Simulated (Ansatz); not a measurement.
# BClH3N: the cost of one run

All numbers below are computed with Ansatz 0.2.0 (RKS B3LYP-D4/def2-SVP).

### Step 1. The system as given

Bond lengths: B1–N3 1.331 Å, B1–Cl5 1.714 Å, N3–H6 1.010 Å. Angles: B1–N3–H6 130.9°, N3–B1–Cl5 145.7°.

Coordinates:

```xyz
6

B    -0.4367    0.0058    0.0896
H    -0.3086    0.6624   -1.2714
N     0.8578   -0.2462    0.2692
H     0.5518    0.3807   -0.8854
Cl   -2.0093   -0.1177    0.7611
H     1.3451   -0.6850    1.0370
```

### Step 2. A restrained relaxation towards end A

Springs on the bonds that form and break draw the guess towards this end; the thresholds are loose.

input.yaml reads:

```yaml
crystal:
  periodic: [false, false, false]
  atoms:
    - { symbol: B, position_ang: [-0.4367, 0.0058, 0.0896] }
    - { symbol: H, position_ang: [-0.3086, 0.6624, -1.2714] }
    - { symbol: "N", position_ang: [0.8578, -0.2462, 0.2692] }
    - { symbol: H, position_ang: [0.5518, 0.3807, -0.8854] }
    - { symbol: Cl, position_ang: [-2.0093, -0.1177, 0.7611] }
    - { symbol: H, position_ang: [1.3451, -0.685, 1.037] }
basis:
  gaussian: { orbitals: def2-SVP }
hamiltonian:
  xc: b3lyp
  dispersion: d4
relax:
  f_tol: 0.15
  max_steps: 25
  restrain:
    - { distance: [3, 1], at: 1.92, k: 30.0 }
    - { distance: [0, 1], at: 1.15, k: 30.0 }
    - { distance: [3, 2], at: 1.02, k: 30.0 }
```

Started as:

```sh
> ansatz run input.yaml --threads 1 --pin off --max-ram 2048MiB --backend cpu --events-out ev --progress --plain --runs-dir out
```

**Question.** How long does this run take on 1 thread of Arm Neoverse V1, shared host, and how much memory does it need?

About 15 s, with a peak of 0.12 GiB.
